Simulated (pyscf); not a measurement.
Structures and frequencies: ωB97X-D3(BJ)/def2-SVP in PySCF.

Task: What is the homolytic dissociation enthalpy (298 K, ωB97M-D3(BJ)/def2-TZVP) of the O–W bond of `[OH][WH]([Cl])([Cl])([Cl])[Cl]`, to OH• + [Cl–WH(Cl)(Cl)–Cl]•?

Result: O–W to OH• + [Cl–WH(Cl)(Cl)–Cl]•: 2.83 eV. The 7 functionals that were run give +2.74 (M06-2X) to +3.33 eV (PBE). The radicals are drawn with the spin at the cut bond; how far it spreads was not checked. Left out: the spin-orbit lowering of OH. Open-shell species with a d-block atom are single-reference here; other states, and whether the spin sits on metal or ligand, were not checked. Elements past Kr carry the def2 core potentials, without spin-orbit coupling.
